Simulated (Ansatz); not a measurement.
Worked example: correlation energy of O$_{2}$, triplet

Geometry: MP2(full)/6-31G*, from the G2/97 set.

```xyz
2

O     0.0000    0.0000    0.0000
O     0.0000    0.0000    1.2460
```

Basis 6-31G; Ansatz 0.2.0. Only valence electrons are correlated (noble-gas cores frozen), which leaves 12 electrons in 16 orbitals. Prefix R: restricted or restricted open-shell reference; prefix U: unrestricted.

Full CI is exact within this basis and frozen core; it isn't the basis-set limit. The frozen core follows each run's orbitals, which can shift R against U totals by a few meV.

The cluster runs stand on a determinant 0.01 eV above the lowest UHF solution, chosen by trial CCSD; the correlation energy below is counted from it.

Runs differ by some tens of microhartree through their thresholds and, for an open shell, their frozen cores, so steps under 0.1 kcal/mol mean nothing.

```json
{"level": "UHF determinant under the cluster runs", "total energy (hartree)": "-149.541915"}
{"level": "UMP2", "total energy (hartree)": "-149.790289"}
{"level": "UCCSD", "total energy (hartree)": "-149.782864"}
{"level": "UCCSD(T)", "total energy (hartree)": "-149.789392"}
{"level": "UCCSDT", "total energy (hartree)": "-149.789388"}
{"level": "UCCSDT(Q)", "total energy (hartree)": "-149.791749"}
{"level": "UCCSDTQ", "total energy (hartree)": "-149.791583"}
{"level": "full CI", "total energy (hartree)": "-149.791780"}
```

**Question.** What is the correlation energy at full CI, and what share of it do UMP2 and UCCSD(T) recover?

**Answer.** E(corr) = -149.791780 − (-149.541915) = -0.249865 hartree = -6.799 eV. UMP2: -0.248374 / -0.249865 = 99.40 %. UCCSD(T): -0.247477 / -0.249865 = 99.04 %.

**Question.** By how many kcal/mol does UCCSD(T) miss full CI (1 hartree = 627.509 kcal/mol), and which steps make up the rest?

**Answer.** -149.789392 − (-149.791780) = 0.002388 hartree = 1.50 kcal/mol. Steps: UCCSDT − UCCSD(T) = 0.00, UCCSDT(Q) − UCCSDT = -1.48, UCCSDTQ − UCCSDT(Q) = 0.10, full CI − UCCSDTQ = -0.12 kcal/mol. Differences between like states or geometries often cancel part of this.
